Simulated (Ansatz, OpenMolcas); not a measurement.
Heat of formation of C3O2 (carbon suboxide) from total energies

C3O2 has 5 atoms, charge 0, and is taken as a singlet. As SMILES, `O=C=C=C=O`. Geometry: relaxed at PBE0-D4/def2-TZVP.

```csv
atom,x (Å),y (Å),z (Å)
O,0.3094,-2.0668,1.2529
C,0.1663,-1.0900,0.6526
C,0.0086,-0.0148,-0.0081
C,-0.1466,1.0605,-0.6692
O,-0.2879,2.0375,-1.2697
```

Total energies at B3LYP/6-31G* (spherical functions) (OpenMolcas 26.06); the atoms run unrestricted:

| species | state | energy (Eh) |
| --- | --- | --- |
| C3O2 | singlet | -264.714026 |
| O | triplet | -75.059404 |
| C | triplet | -37.844694 |

Harmonic wavenumbers at PBE0-D4/def2-TZVP, in cm⁻¹: 56, 56, 578, 578, 598, 598, 790, 1671, 2299, 2420.

Measured heats of formation of the gaseous atoms at 298.15 K, in kJ/mol: O 249.2, C 716.9. Spin-orbit lowering of the atoms at 298 K (mean of the ground term's levels less their thermal mean, from spectra), in kJ/mol: O 0.40, C 0.02. Take 1 Eh = 2625.50 kJ/mol, 1 cm⁻¹ = 0.0119627 kJ/mol, RT = 2.479 kJ/mol.

Problem. What heat of formation follows?

Solution. 
1. Electronic atomisation energy: 2 × (-75.059404) + 3 × (-37.844694) − (-264.714026) = 1.061136 Eh = 2786.0 kJ/mol.
2. Zero-point energy: half the sum of the wavenumbers, 4822 cm⁻¹ = 57.7 kJ/mol.
3. Thermal vibrational enthalpy, Σ hcν̃/(exp(hcν̃/kT) − 1): 6.3 kJ/mol. Translation, rotation and pV of a linear molecule: 3.5 RT = 8.7 kJ/mol.
4. The 5 free atoms carry 5/2 RT each: 31.0 kJ/mol.
5. Spin-orbit coupling lowers the free atoms by 2 × 0.40 + 3 × 0.02 = 0.9 kJ/mol.
6. Atomisation enthalpy at 298 K: 2786.0 − 0.9 − 57.7 − 6.3 − 8.7 + 31.0 = 2743.4 kJ/mol.
7. Sum of the atoms' heats of formation: 2649.1 kJ/mol. Heat of formation: 2649.1 − 2743.4 = -94.3 kJ/mol.

The tabulated value is -95.6 kJ/mol (Active Thermochemical Tables), so this level is off by +1.3 kJ/mol, or 0.0 % of the atomisation enthalpy. So close a hit in a small basis owes something to errors that cancel. Anharmonicity and any spin-orbit splitting of the molecule are left out.
